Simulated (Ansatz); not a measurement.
**Relaxing tin (alpha-Sn (diamond))**

All numbers below come from Ansatz 0.2.0, DFT, r2SCAN, plane waves (500 eV) with PAW, scalar-relativistic. (PAW data from PBE, frozen cores regenerated.)

k-point mesh 9×9×9, Fermi-Dirac smearing 0.1 eV, no spin polarisation. Cell and atoms relax.

Starting structure:

```cif
data_structure
_symmetry_space_group_name_H-M 'P 1'
_symmetry_Int_Tables_number 1
_cell_length_a 4.5900
_cell_length_b 4.5900
_cell_length_c 4.5900
_cell_angle_alpha 60.000
_cell_angle_beta 60.000
_cell_angle_gamma 60.000
_cell_volume 68.38
loop_
_atom_site_label
_atom_site_type_symbol
_atom_site_fract_x
_atom_site_fract_y
_atom_site_fract_z
_atom_site_occupancy
Sn1 Sn 0.50000 0.50000 0.50000 1
Sn2 Sn 0.75000 0.75000 0.75000 1
```

Question: The pressure at the start is 1.6 GPa. By how much does the volume change?

Answer: From 34.19 to 35.42 Å³ per atom, 3.6 %. The final cell has a = 6.568 Å.

Question: How much energy does the relaxation gain?

Answer: 6.1 meV per atom.

Path of the relaxation (the plane waves are chosen anew near the end, which can shift the energy a little):

```csv
step,E − E(final) (meV/atom),V (Å³/atom),P (GPa),max force (eV/Å)
0,6.12,34.189,1.65,0.000
1,2.39,36.229,-0.91,0.000
2,0.04,35.476,-0.07,0.000
3,0.03,35.419,0.00,0.000
4,0.00,35.419,0.01,0.000
```
